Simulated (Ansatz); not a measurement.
# HB–BH, singlet in 6-31G: errors against full CI

Geometry: a point of a stretch scan, not a stationary point.

```xyz
4

B     0.0000    0.0000    0.6415
B     0.0000    0.0000   -0.8836
H     0.0000    0.0000    2.3015
H     0.0000    0.0000   -2.0593
```

Basis 6-31G; Ansatz 0.2.0. Correlated methods freeze the noble-gas cores, which leaves 8 electrons in 20 orbitals. Prefix R: restricted or restricted open-shell reference; prefix U: unrestricted. Active spaces: pair = (2e, 2o) about the gap; valence = (8e, 10o) chosen from the atoms' valence shells.

Full CI is exact within this basis and frozen core; it isn't the basis-set limit. The frozen core follows each run's orbitals, which can shift R against U totals by a few meV.

The determinant fills πx and πy unequally, so it is a mixture of Σ and Δ, which weighs on every level built on one determinant.

The UHF ⟨S²⟩ is 1.000, the T1 diagnostic (RCCSD) is 0.0129 and the largest doubles amplitude (RCCSD) is 0.168.

```tsv
level	E − E(full CI) (kcal/mol)	share of correlation (%)	wall time
RHF	87.91	0.00	–
UHF†	68.10	–	–
RMP2	26.85	69.46	–
UMP2†	12.47	–	–
CISD	11.12	87.35	0.48 s
RCCSD	5.50	93.75	–
UCCSD*†	-9.86	–	–
RCCSD(T)	3.03	96.55	0.3 s
UCCSD(T)*†	-14.10	–	0.84 s
BCCD(T)	3.05	96.53	0.39 s
RCCSDT*	0.78	99.11	–
UCCSDT*†	-18.51	–	–
CISDTQ	1.38	98.44	2.1 s
RCCSDT(Q)*	-0.06	100.07	0.94 s
UCCSDT(Q)*†	-18.94	–	3.5 s
RCCSDTQ*	0.04	99.96	12 s
CASSCF (valence space)	17.13	80.51	–
NEVPT2 (valence space)	4.99	94.32	7 s
NEVPT4(SD) (valence space)	0.74	99.15	10 s
MRCISD (valence space)	0.40	99.55	–
MRCISD+Q (valence space)	0.12	99.86	11 s
```

An asterisk marks runs whose energy the program itself flagged as in doubt. A dagger marks rows that describe another state than the reference (another or a broken symmetry, a higher spin or other natural occupations), so the difference isn't the method's error.

The correlation energy at full CI, counted from RHF, is -3.812 eV. That run took 37 s on 1 thread of Arm Neoverse V1, shared host over 5,896,681 determinants.

Run but not shown, since their state or frozen core can't be matched to the reference's or they repeat it: CASSCF (pair space), NEVPT2 (pair space).

Times hold each run's SCF and search for its determinant on a shared host, so for small cases they say little of a method's own cost; they ran on 1 thread of Arm Neoverse V1.

Unrestricted levels hold only the spin's projection, and here they fall towards a lower state of higher spin.

The full-CI state has the irrep A1 of C2v, in the program's axes (one component, if the state is degenerate).

Natural occupations of full CI about the gap: 1.970 1.965 1.923 0.957 0.957 0.073 0.047 0.047 0.025 0.012; effectively unpaired electrons, Σ n²(2−n)², 2.06. No single determinant describes this state well, so single-reference rows can miss without a flag.
